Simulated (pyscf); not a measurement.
**Concerted two-bond exchange: AsH₃ + silylene (SiH₂) [singlet] → H₂Si=AsH + hydrogen (H₂)**

Gas phase, singlet surface, charge 0. Bonds broken: As1–H2, As1–H3. Bonds formed: As1–Si5, H2–H3. Optimised with ωB97X-D3(BJ)/def2-SVP in PySCF.

Transition state (Å):

```xyz
7

As    -0.5554     1.0132    -0.2736
H      0.5398    -0.2053    -0.5799
H      0.8697     0.5565    -1.0688
H      0.3204     1.3376     0.9229
Si    -1.6752    -0.9953     0.6188
H     -0.3914    -1.7885     0.8456
H     -1.9123    -1.4680    -0.8115
```

One imaginary mode, 872i cm⁻¹; descent along it reached the two sides named, in the forms told below.

```
bond     change  reactant side (Å)  saddle  product side
-------  ------  -----------------  ------  ------------
As1–H2   breaks              1.591   1.667           3.5
As1–H3   breaks              1.528   1.695           3.8
As1–Si5   forms                2.7   2.467         2.149
H2–H3     forms              2.061   0.963         0.760
```

Electronic energies relative to the separated reactants (kJ/mol):

```json
[
 {"level": "ωB97X-D3(BJ)/def2-TZVP", "barrier": "61.6", "reaction energy": "-134.3", "reverse barrier": "195.9"},
 {"level": "PBE/def2-TZVP", "barrier": "40.0", "reaction energy": "-134.8", "reverse barrier": "174.9"},
 {"level": "r²SCAN/def2-TZVP", "barrier": "47.5", "reaction energy": "-143.8", "reverse barrier": "191.3"},
 {"level": "B3LYP-D3(BJ)/def2-TZVP", "barrier": "70.5", "reaction energy": "-122.6", "reverse barrier": "193.1"},
 {"level": "PBE0-D3(BJ)/def2-TZVP", "barrier": "48.3", "reaction energy": "-130.7", "reverse barrier": "179.1"},
 {"level": "M06-2X/def2-TZVP", "barrier": "71.7", "reaction energy": "-123.5", "reverse barrier": "195.2"},
 {"level": "ωB97M-D3(BJ)/def2-TZVP", "barrier": "80.2", "reaction energy": "-104.8", "reverse barrier": "184.9"},
 {"level": "HF/def2-TZVP", "barrier": "160.5", "reaction energy": "-76.7", "reverse barrier": "237.2"}
]
```

With ωB97M-D3(BJ)/def2-TZVP energies and thermal terms (ideal gas, 1 atm, RRHO with modes under 100 cm⁻¹ raised to 100, one conformer, R ln 2 for chiral ones without a mode under 150 cm⁻¹), in kJ/mol:

```csv
T (K),ΔH‡,ΔG‡,ΔH,ΔG
298,80.4,119.4,-104.3,-96.4
600,82.1,158.5,-99.6,-90.4
900,84.8,196.1,-96.4,-86.5
1200,87.7,232.8,-94.5,-83.5
```

On the reactant side the descent ends in an adduct with a As–Si contact, 47.8 kJ/mol under the separated species and 109.4 kJ/mol under the saddle at ωB97X-D3(BJ)/def2-TZVP. What is counted as formed (As–Si) is already present as a longer contact in the reactant adduct; forming that adduct is a step of its own. The same reactants have a lower exit, to H₃Si–AsH₂ (barrier -38.9 kJ/mol at ωB97M-D3(BJ)/def2-TZVP, against +80.2 kJ/mol here). One saddle was located; it need not be the lowest between these sides. Elements up to Kr have no core potential and no relativistic terms here.
